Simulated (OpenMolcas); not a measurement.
# doublet [CHClF2]+: levels of theory compared

We compute a comparison of 6 runs (UHF/6-311+G**, UB3LYP/6-311+G**, UBHLYP/6-311+G**, UPBE0/6-311+G**, USVWN5/6-311+G**, ROMP2/6-311+G**) of doublet [CHClF2]+. 

Program for the calculation: OpenMolcas 26.06.

## Step 1: Starting point

[CHClF2]+: 5 atoms, total charge +1, spin state doublet. As SMILES of the parent species, `FC(F)Cl`. The shape is that of a PBE0-D4/def2-TZVP optimisation. That shape belongs to the parent species and isn't relaxed for this state.

Bond lengths: F1–C2 1.334 Å, C2–F3 1.334 Å, C2–Cl4 1.763 Å, C2–H5 1.090 Å. Angles: F1–C2–F3 108.3°, F1–C2–Cl4 109.7°, F3–C2–Cl4 109.7°, F1–C2–H5 110.0°, F3–C2–H5 110.0°, Cl4–C2–H5 109.0°.

## Step 2: The energy at UHF/6-311+G(d,p) (run 1)

Contents of struct.xyz:

```xyz
5

F      0.038900    -0.568100     1.222300
C      0.109400     0.023600     0.028300
F      0.844200    -0.745900    -0.776900
Cl    -1.511000     0.208900    -0.640800
H      0.568600     1.007800     0.125800
```

Contents of mol.inp:

```
&gateway
baslib=$CurrDir
coord=struct.xyz
basis=6-311pGss
group=NoSym
&seward
&scf
uhf
charge=1
spin=2
thresholds=1e-10 1e-07 1e-07 1e-05
prorbitals=1 1
```

The basis set 6-311+G** is read from a file made from the Basis Set Exchange's data (not shown).

Command:

```
$ export MOLCAS_MEM=1860
$ pymolcas mol.inp > mol.log
```

Standard output:

```text
--- Start Module: gateway ---
[...]
--- Stop Module: gateway /rc=_RC_ALL_IS_WELL_ ---
--- Start Module: seward ---
[...]
      Basis functions          102
--- Stop Module: seward /rc=_RC_ALL_IS_WELL_ ---
[...]
--- Start Module: scf ---
[...]
       Convergence after  63 Iterations
[...]
::    Total SCF energy                               -696.4698989449
[...]
      Total spin, S                                     0.5040559655
[...]
      Total electronic charge=   41.000000
      Total            charge=    1.000000
[...]
      Dipole Moment (debye):
      Origin of the operator (angstrom)=   -0.3975   -0.1903   -0.1568
                   X= -2.7867E+00               Y=  3.2482E+00               Z= -1.4119E+00           Total=  4.5067E+00
      Center of Charge (angstrom)
[...]
--- Stop Module: scf /rc=_RC_ALL_IS_WELL_ ---
[...]
```

It took 33 s on 1 thread of Arm Neoverse V1, shared host; peak memory 0.57 GiB.

## Step 3: The energy at UB3LYP/6-311+G(d,p) (run 2)

Contents of input.xyz:

```xyz
5

F      0.038900    -0.568100     1.222300
C      0.109400     0.023600     0.028300
F      0.844200    -0.745900    -0.776900
Cl    -1.511000     0.208900    -0.640800
H      0.568600     1.007800     0.125800
```

Contents of run.input:

```
&gateway
  baslib = $CurrDir
  coord = input.xyz
  basis = 6-311pGss
  group = NoSym

&seward
  gridinput
  Grid=UltraFine
  End of Grid

&scf
  uhf
  charge = 1
  spin = 2
  ksdft = B3LYP
  thresholds = 1e-10 1e-07 1e-07 1e-05
  prorbitals = 1 2
```

The basis set 6-311+G** is read from a file made from the Basis Set Exchange's data (not shown).

Command:

```
$ export MOLCAS_MEM=1860
$ pymolcas run.input > run.log
```

Standard output:

```text
--- Start Module: gateway ---
[...]
--- Stop Module: gateway /rc=_RC_ALL_IS_WELL_ ---
--- Start Module: seward ---
[...]
      Basis functions          102
--- Stop Module: seward /rc=_RC_ALL_IS_WELL_ ---
[...]
--- Start Module: scf ---
[...]
       Convergence after  34 Iterations
[...]
::    Total KS-DFT energy                            -698.2277255403
[...]
      Total spin, S                                     0.5013967208
[...]
      Total electronic charge=   41.000000
      Total            charge=    1.000000
[...]
      Dipole Moment (debye):
      Origin of the operator (angstrom)=   -0.3975   -0.1903   -0.1568
                   X= -1.9565E+00               Y=  2.8906E+00               Z= -1.0456E+00           Total=  3.6437E+00
      Center of Charge (angstrom)
[...]
--- Stop Module: scf /rc=_RC_ALL_IS_WELL_ ---
[...]
```

Wall time 78 s (1 thread of Arm Neoverse V1, shared host); peak memory 0.57 GiB.

Runs 3 to 4 aren't shown in full; the table further down has their settings and results.

## Step 4: A single-point energy at USVWN5/6-311+G(d,p) (run 5)

Contents of calc.input:

```
&GATEWAY
 BasLib=$CurrDir
 Coord
 5
 bohr
 F      0.07351035    -1.07355341     2.30981224
 C      0.20673604     0.04459754     0.05347925
 F      1.59530679    -1.40954672    -1.46812823
 Cl    -2.85537617     0.39476379    -1.21093650
 H      1.07449827     1.90446599     0.23772755
 Basis=6-311pGss
 Group=NoSym

&SEWARD
 GridInput
 Grid=UltraFine
 End of Grid

&SCF
 UHF
 Charge=1
 Spin=2
 KSDFT=SVWN5
 Thresholds=1e-10 1e-07 1e-07 1e-05
 PrOrbitals=1
```

The basis set 6-311+G** is read from a file made from the Basis Set Exchange's data (not shown).

Command:

```
$ export MOLCAS_MEM=1860
$ pymolcas calc.input > calc.log
```

Standard output:

```text
--- Start Module: gateway ---
[...]
--- Stop Module: gateway /rc=_RC_ALL_IS_WELL_ ---
--- Start Module: seward ---
[...]
      Basis functions          102
--- Stop Module: seward /rc=_RC_ALL_IS_WELL_ ---
[...]
--- Start Module: scf ---
[...]
       Convergence after  61 Iterations
[...]
::    Total KS-DFT energy                            -695.1348688234
[...]
      Total spin, S                                     0.5004725422
[...]
      Total electronic charge=   41.000000
      Total            charge=    1.000000
[...]
      Dipole Moment (debye):
      Origin of the operator (angstrom)=   -0.3975   -0.1903   -0.1568
                   X= -2.0335E+00               Y=  2.1275E+00               Z= -1.0081E+00           Total=  3.1109E+00
      Center of Charge (angstrom)
[...]
--- Stop Module: scf /rc=_RC_ALL_IS_WELL_ ---
[...]
```

It took 87 s on 1 thread of Arm Neoverse V1, shared host; peak memory 0.57 GiB.

## Step 5: The energy at ROMP2/6-311+G(d,p) (run 6)

Contents of calc.input:

```
* CHClF2 ROMP2

&gateway
 baslib = $CurrDir
 coord
 5
 angstrom
 F        0.038900      -0.568100       1.222300
 C        0.109400       0.023600       0.028300
 F        0.844200      -0.745900      -0.776900
 Cl      -1.511000       0.208900      -0.640800
 H        0.568600       1.007800       0.125800
 basis = 6-311pGss
 group = NoSym

&seward

&scf
 uhf
 charge = 1
 spin = 2
 thresholds = 1e-10 1e-07 1e-07 1e-05
 prorbitals = 1 1

&rasscf
 fileorb = $Project.UnaOrb
 spin = 2
 nactel = 1 0 0
 inactive = 20
 ras2 = 1
 outorbitals = Canonical
 orblisting = NoCore

&caspt2
 ipea = 0.0
 frozen = 8
```

The basis set 6-311+G** is read from a file made from the Basis Set Exchange's data (not shown).

Command:

```
$ export MOLCAS_MEM=1860
$ pymolcas calc.input > calc.log
```

Standard output:

```text
--- Start Module: gateway ---
[...]
--- Stop Module: gateway /rc=_RC_ALL_IS_WELL_ ---
[...]
      Basis functions          102
[...]
       Convergence after  63 Iterations
[...]
::    Total SCF energy                               -696.4698989449
[...]
      Total spin, S                                     0.5040559655
[...]
--- Start Module: rasscf ---
[...]
      Number of active orbitals                  1
[...]
      Spin quantum number                      0.5
[...]
      Active orbitals                            1
[...]
      Number of CSFs                             1
[...]
      Number of root(s) required                 1
[...]
      Convergence after  7 iterations
[...]
      printout of CI-coefficients larger than  0.05 for root  1
      energy=    -696.465170
      conf/sym  1     Coeff  Weight
             1  u   1.00000 1.00000
      Natural orbitals and occupation numbers for root  1
      sym 1:   1.000000
      ************************************************************************************************************************
      *                                                    Final results                                                     *
[...]
::    RASSCF root number  1 Total energy:   -696.46516983
[...]
      Total electronic charge=   41.000000
      Total            charge=    1.000000
[...]
      Dipole Moment (debye):
      Origin of the operator (angstrom)=   -0.3975   -0.1903   -0.1568
                   X= -2.7811E+00               Y=  3.2470E+00               Z= -1.4096E+00           Total=  4.5016E+00
      Center of Charge (angstrom)
[...]
--- Stop Module: rasscf /rc=_RC_ALL_IS_WELL_ ---
[...]
--- Start Module: caspt2 ---
[...]
      E2 (Variational):          -0.6774049997
      Total energy:            -697.1425748281
[...]
      Reference weight:           0.85610
[...]
::    CASPT2 Root  1     Total energy:   -697.14257483
[...]
```

It took 40 s on 1 thread of Arm Neoverse V1, shared host; peak memory 0.57 GiB.

## Step 6: Overview of the runs

| run | level | integration grid | frozen core orbitals | energy (Eh) | HOMO energy (eV) | LUMO energy (eV) | ⟨S²⟩ | wall time |
| --- | --- | --- | --- | --- | --- | --- | --- | --- |
| 1 | UHF/6-311+G** | – | – | -696.469899 | -22.38 | -10.17 | 0.758 | 33 s |
| 2 | UB3LYP/6-311+G** | UltraFine | – | -698.227726 | -17.76 | -15.59 | 0.753 | 78 s |
| 3 | UBHLYP/6-311+G** | UltraFine | – | -698.112354 | -19.70 | -14.04 | 0.754 | 83 s |
| 4 | UPBE0/6-311+G** | UltraFine | – | -697.828371 | -17.99 | -15.25 | 0.753 | 85 s |
| 5 | USVWN5/6-311+G** | UltraFine | – | -695.134869 | -16.33 | -16.17 | 0.751 | 87 s |
| 6 | ROMP2/6-311+G** | – | 8 | -697.142575 | – | – | – | 40 s |

## Step 7: Summary of results

```
           quantity          value
run 6: total energy  -697.14257 Eh
```

In words: Totals of different functionals can't be ranked against each other. All runs together took 6.8 min, the longest 87 s.
